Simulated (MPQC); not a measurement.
# One shape, several levels: SiO (SMILES O=[Si])

Aim: a comparison of 6 runs (HF/STO-3G, HF/3-21G, B3LYP/6-31G*, PBE0/def2-SVP, MP2/def2-SVP, MP2/cc-pVTZ) of SiO. 

The calculation is run with MPQC 2.3.1.

12 further runs of the same task are left out: 7 that didn't finish, 5 set aside as unsound or not needed.

## 1. The structure to begin with

SiO: 2 atoms, total charge 0, spin state singlet. As SMILES, `O=[Si]`. The coordinates come from a PBE0-D4/def2-TZVP relaxation.

Bond lengths: O1–Si2 1.509 Å.

## 2. Energy and gradient at HF/STO-3G (run 1)

Input file job.in:

```
% emacs should use -*- KeyVal -*- mode
molecule<Molecule>: (
   symmetry = c1
   unit = angstrom
   { atoms geometry } = {
      O  [ -0.640700     0.231500    -0.324000 ]
      Si [ 0.640700    -0.231500     0.324000 ]
   }
)
basis<GaussianBasisSet>: (
   name = "STO-3G"
   molecule = $:molecule
   basisdir = "."
   puream = yes
)
mpqc: (
   checkpoint = no
   savestate = no
   restart = no
   do_energy = yes
   do_gradient = yes
   optimize = no
   mole<CLHF>: (
      molecule = $:molecule
      basis = $:basis
      total_charge = 0
      memory = 1000000000
      print_evals = yes
      print_npa = yes
      maxiter = 120
      value_accuracy = 1e-08
      guess_wavefunction<CLHF>: (
         molecule = $:molecule
         total_charge = 0
         memory = 1000000000
         value_accuracy = 1e-3
         basis<GaussianBasisSet>: (
            name = "STO-3G"
            molecule = $:molecule
         )
      )
   )
)
```

The basis set STO-3G is read from a file made from the Basis Set Exchange's data (not shown).

Started as:

```bash
mpqc job.in > job.out
```

Standard output:

```text
MPQC: Massively Parallel Quantum Chemistry
[...]
  LUMO is    12   A =   0.293068
  total scf energy = -359.3984582239
[...]
Value of the MolecularEnergy: -359.3984582239
  Gradient of the MolecularEnergy:
      1   -0.0430991339
      2    0.0155727322
      3   -0.0217950982
      4    0.0430991339
      5   -0.0155727322
      6    0.0217950982
  Function Parameters:
    value_accuracy    = 2.205818e-09 (1.000000e-08) (computed)
    gradient_accuracy = 2.205818e-07 (1.000000e-06) (computed)
    hessian_accuracy  = 0.000000e+00 (1.000000e-04)
[...]
      symmetry = c1
[...]
```

Run time: 0.14 s. Hardware: 1 thread of Arm Neoverse N1, shared host.

## 3. Energy and forces at HF/3-21G (run 2)

Input file run.in:

```
molecule<Molecule>: (
   symmetry = c1
   unit = angstrom
   { atoms geometry } = {
      O  [ -0.640700     0.231500    -0.324000 ]
      Si [ 0.640700    -0.231500     0.324000 ]
   }
)
basis<GaussianBasisSet>: (
   name = "3-21G"
   molecule = $:molecule
   basisdir = "."
   puream = yes
)
mpqc: (
   checkpoint = no
   savestate = no
   restart = no
   do_energy = yes
   do_gradient = yes
   optimize = no
   mole<CLHF>: (
      molecule = $:molecule
      basis = $:basis
      total_charge = 0
      memory = 1000000000
      print_evals = yes
      print_npa = yes
      maxiter = 120
      value_accuracy = 1e-08
      guess_wavefunction<CLHF>: (
         molecule = $:molecule
         total_charge = 0
         memory = 1000000000
         value_accuracy = 1e-3
         basis<GaussianBasisSet>: (
            name = "STO-3G"
            molecule = $:molecule
         )
      )
   )
)
```

The basis set 3-21G is read from a file made from the Basis Set Exchange's data (not shown).

Started as:

```bash
mpqc run.in > run.out
```

Standard output:

```text
MPQC: Massively Parallel Quantum Chemistry
[...]
  LUMO is    12   A =   0.063041
  total scf energy = -361.8448780868
[...]
Value of the MolecularEnergy: -361.8448780868
  Gradient of the MolecularEnergy:
      1    0.0330379387
      2   -0.0119373854
      3    0.0167071830
      4   -0.0330379387
      5    0.0119373854
      6   -0.0167071830
  Function Parameters:
    value_accuracy    = 9.046784e-09 (1.000000e-08) (computed)
    gradient_accuracy = 9.046784e-07 (1.000000e-06) (computed)
    hessian_accuracy  = 0.000000e+00 (1.000000e-04)
[...]
      symmetry = c1
[...]
```

Wall time 0.16 s (1 thread of Arm Neoverse N1, shared host).

Runs 3 to 5 aren't shown in full; the table further down has their settings and results.

## 4. Energy and forces at MP2/cc-pVTZ (run 6)

Input file mol.in:

```
% OSi
molecule<Molecule>: (
    symmetry = c1
    unit = bohr
    { atoms geometry } = {
        O  [ -1.21074753     0.43747160    -0.61227126 ]
        Si [ 1.21074753    -0.43747160     0.61227126 ]
    }
)
basis<GaussianBasisSet>: (
    name = "cc-pVTZ"
    molecule = $:molecule
    basisdir = "."
    puream = yes
)
mpqc: (
    checkpoint = no
    savestate = no
    restart = no
    do_energy = yes
    do_gradient = yes
    optimize = no
    mole<MBPT2>: (
        molecule = $:molecule
        basis = $:basis
        memory = 1000000000
        method = mp
        nfzc = 6
        reference<CLHF>: (
            molecule = $:molecule
            basis = $:basis
            total_charge = 0
            memory = 1000000000
            print_evals = yes
            maxiter = 120
            value_accuracy = 1e-08
            guess_wavefunction<CLHF>: (
                molecule = $:molecule
                total_charge = 0
                memory = 1000000000
                value_accuracy = 1e-3
                basis<GaussianBasisSet>: (
                    name = "STO-3G"
                    molecule = $:molecule
                )
            )
        )
    )
)
```

The basis set cc-pVTZ is read from a file made from the Basis Set Exchange's data (not shown).

Started as:

```bash
mpqc mol.in > mol.out
```

Standard output:

```text
MPQC: Massively Parallel Quantum Chemistry
[...]
  LUMO is    12   A =   0.045143
  total scf energy = -363.8389809469
[...]
  MP2 correlation energy [au]:         -0.336310401758
  MP2 energy [au]:                   -364.175291348691
[...]
Value of the MolecularEnergy: -364.1752913487
  Gradient of the MolecularEnergy:
      1    0.0241982370
      2   -0.0087433930
      3    0.0122369732
      4   -0.0241982370
      5    0.0087433930
      6   -0.0122369732
[...]
        symmetry = c1
[...]
```

It took 23 s on 1 thread of Arm Neoverse N1, shared host; peak memory 0.43 GiB.

## 5. Overview of the runs

| run | level | integration grid | starting guess | energy (Eh) | HOMO energy (eV) | LUMO energy (eV) | HOMO–LUMO gap (eV) | wall time |
| --- | --- | --- | --- | --- | --- | --- | --- | --- |
| 1 | HF/STO-3G | – | STO-3G | -359.398458 | -7.67 | 7.97 | 15.65 | 0.14 s |
| 2 | HF/3-21G | – | STO-3G | -361.844878 | -11.56 | 1.72 | 13.28 | 0.16 s |
| 3 | B3LYP/6-31G* (spherical functions) | xfine | STO-3G | -364.716315 | -8.41 | -1.84 | 6.56 | 5.4 s |
| 4 | PBE0/def2-SVP | xfine | 3-21G | -364.357029 | -8.68 | -1.68 | 7.00 | 5.4 s |
| 5 | MP2/def2-SVP | – | STO-3G | -363.906725 | -11.80 | 1.57 | 13.38 | 0.72 s |
| 6 | MP2/cc-pVTZ | – | STO-3G | -364.175291 | -11.84 | 1.23 | 13.07 | 23 s |

## 6. Results

```
                                          quantity          value
                               run 6: total energy  -364.17529 Eh
        run 6: HOMO energy (Hartree–Fock orbitals)      -11.84 eV
        run 6: LUMO energy (Hartree–Fock orbitals)        1.23 eV
      run 6: HOMO–LUMO gap (Hartree–Fock orbitals)       13.07 eV
run 6: correlation energy (6 core orbitals frozen)     -336.3 mEh
                   run 6: largest force on an atom     1.465 eV/Å
```

In words: Over runs 1, 2, 3, 4 the HOMO–LUMO gap runs from 6.56 eV (B3LYP/6-31G*) to 15.65 eV (HF/STO-3G). The two ends differ in method and basis. Totals of different functionals can't be ranked against each other. In run 1 the basis is minimal, so the values are rough. All runs together took 35 s, the longest 23 s.
